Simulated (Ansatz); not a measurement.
Strength of the C–O bond: C2H6O → CH3O + CH3

Species: C2H6O (dimethyl ether) `COC`, singlet; CH3O `C[O]`, doublet; CH3 (methyl radical) `[CH3]`, doublet. 

Shapes, held fixed at every level: PBE0-D4/def2-TZVP. Programs: Ansatz 0.2.0. The zero-point and thermal change to 298 K, harmonic and unscaled (PBE0-D4/def2-TZVP), is -28.7 kJ/mol.

Q: Estimate ΔH(298 K) of this reaction.

A: The highest level, CCSD(T)/CBS estimate, gives ΔH(298 K) = +353.1 kJ/mol; the levels span +189.6 to +422.6. The column of differences is taken from that level and isn't an error. Hartree–Fock misses the correlation of the pair that is broken and comes out low. No measured value is set beside it here. Open shells run unrestricted unless RO is named. The CBS estimate extrapolates MP2 from def2-TZVPP and def2-QZVPP and adds CCSD(T) − MP2 in the triple-zeta set, cores frozen.

```csv
level,kind,ΔH(298 K) (kJ/mol),less CCSD(T)/CBS estimate
HF/def2-TZVPP,Hartree–Fock,+189.6,-163.5
SPW92/def2-TZVPP,LDA,+422.6,+69.5
PBE-D4/def2-TZVPP,GGA,+340.0,-13.1
MP2/def2-TZVPP,perturbation theory,+377.6,+24.5
CCSD(T)/def2-SVP,coupled cluster or CI,+337.6,-15.5
CCSD/def2-SVP,coupled cluster or CI,+329.1,-24.0
CCSD/def2-TZVPP,coupled cluster or CI,+328.9,-24.2
CCSD(T)/CBS estimate,coupled cluster or CI,+353.1,0.0
```
